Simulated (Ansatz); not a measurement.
The input, for Ansatz 0.2.0:

```yaml
crystal:
  periodic: [false, false, false]
  atoms:
    - {symbol: C, position_ang: [0.000000, 0.000000, -0.064489]}
    - {symbol: H, position_ang: [0.000000, 0.683459, -1.014524]}
    - {symbol: H, position_ang: [0.000000, 0.000000, 2.797511]}
    - {symbol: H, position_ang: [0.000000, -0.683459, -1.014524]}
basis:
  gaussian: {orbitals: cc-pVDZ, point_charges: [{charge: 0.50, position_ang: [3.034, 0.545, -0.353]}]}
total_charge: 1
magnetization: {spin_polarized: false, initial_magnetization: 2}
correlation: {method: bccd, electrons: outside_noble_gas}
scf: {lower_state_search: off}
```

```sh
$ ansatz run in.yaml --threads 1 --pin off --events-out ev --progress --plain --max-ram 2393MiB
```

Roughly how long does this take on 1 thread of Intel Xeon Platinum 8488C, shared host, and how much host memory?

0.3 s wall and 0.2 GiB.

```
these checks for a lower state are left out or cut short: stability, starts, cluster_reference, orbital_swaps, neighbouring_geometries, increment
261 factors; integrals over basis functions are off by at most 1.9e-3 eV
mean field evaluation 1: about -1054.0035 eV, gradient 1.9e1 eV
mean field evaluation 2: about -1054.0040 eV, gradient 1.9e1 eV
mean field evaluation 4: about -1057.6469 eV, gradient 9.3e0 eV
mean field evaluation 8: about -1058.0385 eV, gradient 6.3e-2 eV
mean field -1058.03836302 eV, -38.8821926768 hartree, gradient 2.1e-6 eV, S^2 2.000000; 0 other end points of the search recorded, 0 dependent functions left out
1 core orbitals not correlated: weight in the atoms' cores, before any rotation towards them, 1.000 or more for the frozen orbitals, at most 0.000 for the correlated occupied ones
reference -1058.03836302 eV, -38.8821926768 hartree; 4, 2 occupied and 24, 26 virtual orbitals, 261 factors
second order -2.25899916 eV of doubles, -0.04060909 eV of singles
cycle   1  -2.74657027 eV  change   -4.5e-1 eV  update   4.6e-2
cycle   2  -2.91642483 eV  change   -1.7e-1 eV  update   1.9e-2
cycle   3  -2.92811948 eV  change   -1.2e-2 eV  update   5.9e-3
cycle   4  -2.92951670 eV  change   -1.4e-3 eV  update   1.8e-3
cycle   5  -2.92950050 eV  change    1.6e-5 eV  update   6.0e-4
cycle   6  -2.92964921 eV  change   -1.5e-4 eV  update   2.5e-4
cycle   7  -2.92977452 eV  change   -1.3e-4 eV  update   9.4e-5
cycle   8  -2.92973755 eV  change    3.7e-5 eV  update   4.5e-5
cycle   9  -2.92976823 eV  change   -3.1e-5 eV  update   3.1e-5
cycle  10  -2.92975199 eV  change    1.6e-5 eV  update   1.8e-5
cycle  11  -2.92974910 eV  change    2.9e-6 eV  update   1.1e-5
cycle  12  -2.92974983 eV  change   -7.4e-7 eV  update   8.1e-6
cycle  13  -2.92975389 eV  change   -4.1e-6 eV  update   5.5e-6
Total energy: -1060.96811691 eV, -38.9898591463 hartree
Checks for a lower state left out: stability, starts, cluster_reference, orbital_swaps, neighbouring_geometries, increment
```
